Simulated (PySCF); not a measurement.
# Br₂F−, cut into parts across a bond: interaction energy

An exercise on one series of results from a longer session: the logs are not shown, and one member is left open.

Computed with PySCF 2.14.0; each step states its level. No surroundings beyond the atoms listed, unless a continuum is named. Atoms count from 0, parts from 1.

### The system as given

3 atoms, charge -1, multiplicity 1; geometry: GFN1-xTB. Parts: 1 = atoms 0–1, `FBr`, charge 0; 2 = atom 2, `[Br-]`, charge -1. In the given geometry Br0 and Br2 of different parts are bonded (2.43 Å), so values for the parts refer to these atom groups.

Set-up of the first run:

The job: settings as JSON, then the geometry in Å.

```
{"job": {"xc": "PBE0", "basis": "def2-SVPD", "d3": "d3bj", "grid": 2, "kind": "geom"}, "charge": -1, "multiplicity": 1, "parts": [{"atoms": "0-1", "charge": 0, "multiplicity": 1}, {"atoms": "2-2", "charge": -1, "multiplicity": 1}]}
Br     0.979729    -0.517694    -0.267478
F     -0.945293     0.228514     0.113636
Br     3.207291    -1.381095    -0.708443
```

On the command line:

```bash
> OMP_NUM_THREADS=1 python cluster_run.py task.json out
```

This one command runs all jobs of the session in turn.

Steps of the session up to this table: Optimising the geometry at PBE0-D3(BJ)/def2-SVPD; Coupled-cluster interaction energy: CCSD(T) and MP2.

One table of the session follows, with a row left open; its other results are not shown here.

It belongs to the step «Coupled-cluster interaction energy: CCSD(T) and MP2». 

| method | interaction energy (kcal/mol) |
| --- | --- |
| HF/aug-cc-pVDZ | ? |
| MP2/aug-cc-pVDZ | -40.37 |
| CCSD/aug-cc-pVDZ | -35.79 |
| CCSD(T)/aug-cc-pVDZ | -36.79 |
| HF/aug-cc-pVTZ | -35.80 |
| MP2/aug-cc-pVTZ | -45.26 |
| SCS-MP2/aug-cc-pVTZ | -41.24 |
| MP2, extrapolated | -46.84 |
| CCSD(T), limit estimate | -43.27 |

Estimate the missing values for HF/aug-cc-pVDZ.

As computed: interaction energy (kcal/mol): -34.67. In the column «interaction energy (kcal/mol)» it is the highest.

At this geometry Br0 and Br2 of different parts are bonded (2.58 Å), so this energy is that of a chemical bond rather than of a weak contact.

To keep in mind: The interaction energy leaves out the deformation of the parts, 10.37 kcal/mol at MP2. So large a deformation means that a part is far from its own minimum, so a sum across the two methods would be rough.
